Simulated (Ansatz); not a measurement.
# AlN2: the cost of one run

Program: Ansatz 0.2.0, Gaussian basis. Level of theory: def2-QZVPP, core rule «outside noble gas», up to 7 orbitals frozen. These are calculated values, not measurements.

Plan: UHF; ROHF; CCSD(T) on UHF.

### 1 What is computed

The geometry is a PBE0/def2-TZVP stationary point (not a proven minimum) of the parent state, kept for this charge and spin.

3 atoms, charge 0, spin multiplicity 6.

Atoms are counted from 1 here; the program's logs count them from 0.

Bond lengths: N1–Al2 1.795 Å, Al2–N3 1.795 Å. Angles: N1–Al2–N3 180.0°.

### 2 UHF

Input file in.yaml:

```yaml
crystal:
  periodic: [false, false, false]
  atoms:
    - {symbol: N, position_ang: [0.000000, 0.000000, 1.795300]}
    - {symbol: Al, position_ang: [0.000000, 0.000000, 0.000000]}
    - {symbol: N, position_ang: [0.000000, 0.000000, -1.795300]}
basis:
  gaussian: {orbitals: "def2-QZVPP.json"}
magnetization: {spin_polarized: true, initial_magnetization: 5}
hamiltonian: {xc: hf}
output: {orbitals: {seedname: orbitals}}
```

Run with:

```
ansatz run in.yaml --threads 1 --pin off --events-out ev --progress --plain --max-ram 2393MiB
```

Q: Estimate wall time and peak memory on 1 thread of Arm Neoverse V2, shared host.

About 8.5 s, with a peak of 0.39 GiB.
